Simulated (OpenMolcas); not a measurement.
# [AlH3]− (SMILES [AlH3-]) at 6 levels

We compute a comparison of 6 runs (UHF/pcseg-0, U-r2SCAN/pcseg-0, UPBE/pcseg-0, UPBE0/pcseg-0, ROMP2/pcseg-0, ROCCSD(T)/pcseg-0) of [AlH3]−. 

The calculation is run with OpenMolcas 26.06.

## Step 1: The molecule

[AlH3]−: 4 atoms, total charge -1, spin state doublet. SMILES: `[AlH3-]`. The Al1–H4 distance was set to 2.949 Å, away from the relaxed value. At this shape a bond of the SMILES string is far longer than usual.

Bond lengths: Al1–H2 1.684 Å, Al1–H3 1.685 Å. Angles: H2–Al1–H3 101.1°.

## Step 2: A single-point energy at UHF/pcseg-0 (run 1)

Contents of mol.inp:

```
* AlH3 Hartree-Fock
&gateway
baslib
$CurrDir
coord
4
bohr
Al    -2.00557389     2.25074318     0.35539890
H     -0.80941505     2.81524217     3.24989241
H     -4.25255274     0.09794828     1.03146732
H      1.96389788    -0.99316446    -1.82866907
basis
pcseg-0
group
NoSym
&seward
&scf
uhf
charge
-1
spin
2
thresholds
1e-10 1e-07 1e-07 1e-05
prorbitals
1 1
```

The basis set pcseg-0 is read from a file made from the Basis Set Exchange's data (not shown).

The run is started by

```sh
$ export MOLCAS_MEM=1860
$ pymolcas mol.inp > mol.log
```

Log:

```text
--- Start Module: gateway ---
[...]
--- Stop Module: gateway /rc=_RC_ALL_IS_WELL_ ---
--- Start Module: seward ---
[...]
      Basis functions           19
--- Stop Module: seward /rc=_RC_ALL_IS_WELL_ ---
--- Start Module: scf ---
[...]
       Convergence after  24 Iterations
[...]
::    Total SCF energy                               -243.2216499794
[...]
      Total spin, S                                     0.6131892454
[...]
      Total electronic charge=   17.000000
      Total            charge=   -1.000000
[...]
      Dipole Moment (debye):
      Origin of the operator (angstrom)=   -1.0094    1.1052    0.2127
                   X= -2.9259E+00               Y=  3.3597E+00               Z=  4.3127E-01           Total=  4.4760E+00
      Center of Charge (angstrom)
[...]
--- Stop Module: scf /rc=_RC_ALL_IS_WELL_ ---
[...]
```

It took 1.6 s on 1 thread of Arm Neoverse V2, shared host; peak memory 0.37 GiB.

## Step 3: The energy at U-r2SCAN/pcseg-0 (run 2)

Contents of mol.inp:

```
>>> EXPORT MOLCAS_PRINT=2

&GATEWAY
  BasLib = $CurrDir
  Coord
  4
  bohr
  Al    -2.00557389     2.25074318     0.35539890
  H     -0.80941505     2.81524217     3.24989241
  H     -4.25255274     0.09794828     1.03146732
  H      1.96389788    -0.99316446    -1.82866907
  Basis = pcseg-0
  Group = NoSym

&SEWARD
  GridInput
  Grid=UltraFine
  End of Grid

&SCF
  UHF
  Charge = -1
  Spin = 2
  KSDFT = 2
  1.0 MGGA_X_R2SCAN
  1.0 MGGA_C_R2SCAN
  Thresholds = 1e-10 1e-07 1e-07 1e-05
  PrOrbitals = 1 1
```

The basis set pcseg-0 is read from a file made from the Basis Set Exchange's data (not shown).

The run is started by

```sh
$ export MOLCAS_MEM=1860
$ pymolcas mol.inp > mol.log
```

Log:

```text
--- Start Module: gateway ---
[...]
--- Stop Module: gateway /rc=_RC_ALL_IS_WELL_ ---
--- Start Module: seward ---
[...]
      Basis functions           19
--- Stop Module: seward /rc=_RC_ALL_IS_WELL_ ---
--- Start Module: scf ---
[...]
       Convergence after  20 Iterations
[...]
::    Total KS-DFT energy                            -243.8040888609
[...]
      Total spin, S                                     0.5248648976
[...]
      Total electronic charge=   17.000000
      Total            charge=   -1.000000
[...]
      Dipole Moment (debye):
      Origin of the operator (angstrom)=   -1.0094    1.1052    0.2127
                   X= -3.4077E+00               Y=  3.4531E+00               Z=  1.0630E+00           Total=  4.9665E+00
      Center of Charge (angstrom)
[...]
--- Stop Module: scf /rc=_RC_ALL_IS_WELL_ ---
[...]
```

It took 8.7 s on 1 thread of Arm Neoverse V2, shared host; peak memory 0.37 GiB.

Runs 3 to 5 aren't shown in full; the table further down has their settings and results.

## Step 4: A single-point energy at ROCCSD(T)/pcseg-0 (run 6)

Contents of mol.inp:

```
&gateway
baslib=$CurrDir
coord
4
bohr
Al    -2.00557389     2.25074318     0.35539890
H     -0.80941505     2.81524217     3.24989241
H     -4.25255274     0.09794828     1.03146732
H      1.96389788    -0.99316446    -1.82866907
basis=pcseg-0
group=NoSym
&seward
&scf
uhf
charge=-1
spin=2
thresholds=1e-10 1e-07 1e-07 1e-05
prorbitals=1 1
&rasscf
fileorb=$Project.UnaOrb
spin=2
nactel=1 0 0
inactive=8
ras2=1
outorbitals=Canonical
orblisting=Nothing
&motra
jobiph
frozen=5
&ccsdt
cct
triples=3
iterations=80
accuracy=1e-08
extrapolation=5 4
```

The basis set pcseg-0 is read from a file made from the Basis Set Exchange's data (not shown).

The run is started by

```sh
$ export MOLCAS_MEM=1860
$ pymolcas mol.inp > mol.log
```

Log:

```text
--- Start Module: gateway ---
[...]
--- Stop Module: gateway /rc=_RC_ALL_IS_WELL_ ---
[...]
      Basis functions           19
[...]
       Convergence after  24 Iterations
[...]
::    Total SCF energy                               -243.2216499794
[...]
      Total spin, S                                     0.6131892454
[...]
      Number of active orbitals                  1
[...]
      Spin quantum number                      0.5
[...]
      Active orbitals                            1
[...]
      Number of CSFs                             1
[...]
      Number of root(s) required                 1
[...]
      Convergence after 18 iterations
[...]
      printout of CI-coefficients larger than  0.05 for root  1
      energy=    -243.217856
      conf/sym  1     Coeff  Weight
             1  u   1.00000 1.00000
      Natural orbitals and occupation numbers for root  1
      sym 1:   1.000000
      ************************************************************************************************************************
      *                                                    Final results                                                     *
[...]
::    RASSCF root number  1 Total energy:   -243.21785578
[...]
      Total electronic charge=   17.000000
      Total            charge=   -1.000000
[...]
      Dipole Moment (debye):
      Origin of the operator (angstrom)=   -1.0094    1.1052    0.2127
                   X= -4.7533E+00               Y=  5.1840E+00               Z=  1.0310E+00           Total=  7.1085E+00
      Center of Charge (angstrom)
[...]
--- Start Module: motra ---
[...]
      *** WARNING: Default frozen orbitals is overwritten by user input.
      *** Default values:   2
[...]
--- Stop Module: motra /rc=_RC_ALL_IS_WELL_ ---
--- Start Module: ccsdt ---
[...]
      Convergence after                    20  Iterations
      Total energy (diff) :    -243.28893123      -0.00000000
[...]
 METHOD                       : CCSD+T(CCSD)+<T3(1)WT1>+<T3(1)UT2> = CCSD(T)
[...]
       CCSD     =      -243.2889312268905
[...]
--- Stop Module: ccsdt /rc=_RC_ALL_IS_WELL_ ---
[...]
```

Wall time 2.5 s (1 thread of Arm Neoverse V2, shared host); peak memory 0.37 GiB.

## Step 5: All runs side by side

| run | level | integration grid | frozen core orbitals | energy (Eh) | HOMO energy (eV) | LUMO energy (eV) | ⟨S²⟩ | wall time |
| --- | --- | --- | --- | --- | --- | --- | --- | --- |
| 1 | UHF/pcseg-0 | – | – | -243.221650 | -1.46 | 5.75 | 0.989 | 1.6 s |
| 2 | U-r2SCAN/pcseg-0 | UltraFine | – | -243.804089 | 0.50 | 2.13 | 0.800 | 8.7 s |
| 3 | UPBE/pcseg-0 | UltraFine | – | -243.696371 | 0.75 | 1.86 | 0.757 | 6 s |
| 4 | UPBE0/pcseg-0 | UltraFine | – | -243.710093 | -0.14 | 2.51 | 0.784 | 5.7 s |
| 5 | ROMP2/pcseg-0 | – | 5 | -243.265216 | – | – | – | 2.4 s |
| 6 | ROCCSD(T)/pcseg-0 | – | 5 | -243.290449 | – | – | – | 2.5 s |

## Step 6: Results

| quantity | value |
| --- | --- |
| run 6: total energy | -243.29045 Eh |
| run 6: (T) correction | -1.52 mEh |

**Reading.** Totals of different functionals can't be ranked against each other. In runs 2, 3 the HOMO lies above zero, so the outermost electron may be held by the basis alone. Spin contamination of the reference: run 1 ⟨S²⟩ = 0.99. All runs together took 27 s, the longest 8.7 s.
